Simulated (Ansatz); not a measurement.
Reaction (SMILES): ClC=C + 3 [H][H] (H2) → 2 C (CH4) + Cl (HCl)
B3LYP-D3(BJ)/def2-TZVP geometries, fixed; electronic energies without zero-point terms.
Largest species:
```xyz
6

C      0.0112     0.7589    -0.0124
C      1.3049     1.0233     0.0034
Cl    -0.6370    -0.8532     0.0042
H     -0.7591     1.5163    -0.0370
H      2.0529     0.2431     0.0280
H      1.6388     2.0524    -0.0084
```
Charge 0, spin multiplicity 1.

Basis-set convergence of the energy of full hydrogenation at PBE0 with Ansatz (a program for electronic structure). All functions are spherical. The program fits the integrals of some runs and decomposes those of others, by size. No added dispersion term, no relativity. Functions are those of the species that has most. Reference: the value in aug-pcseg-3, -80.42 kcal/mol, itself unsure by roughly 0.02 kcal/mol (its mean distance from aug-cc-pV(Q+d)Z, def2-QZVPPD, pcseg-3). Deviations are taken from unrounded values.

```json
[
 {"basis": "cc-pV(D+d)Z", "functions": "66", "energy of full hydrogenation (kcal/mol)": "-82.03", "minus reference (kcal/mol)": "-1.61"},
 {"basis": "aug-cc-pV(D+d)Z", "functions": "105", "energy of full hydrogenation (kcal/mol)": "-83.09", "minus reference (kcal/mol)": "-2.67"},
 {"basis": "cc-pV(T+d)Z", "functions": "141", "energy of full hydrogenation (kcal/mol)": "-80.64", "minus reference (kcal/mol)": "-0.23"},
 {"basis": "jun-cc-pV(T+d)Z", "functions": "168", "energy of full hydrogenation (kcal/mol)": "-80.75", "minus reference (kcal/mol)": "-0.33"},
 {"basis": "aug-cc-pV(T+d)Z", "functions": "216", "energy of full hydrogenation (kcal/mol)": "-80.69", "minus reference (kcal/mol)": "-0.27"},
 {"basis": "cc-pV(Q+d)Z", "functions": "264", "energy of full hydrogenation (kcal/mol)": "-80.45", "minus reference (kcal/mol)": "-0.03"},
 {"basis": "aug-cc-pV(Q+d)Z", "functions": "387", "energy of full hydrogenation (kcal/mol)": "-80.44", "minus reference (kcal/mol)": "-0.02"}
]
```

The smallest set listed that lies within 1 kcal/mol of the reference with all its larger relatives (same family, alike in diffuse functions; a set with none counts only in the reference's own line) is cc-pV(T+d)Z (141 functions, -0.23 kcal/mol off).
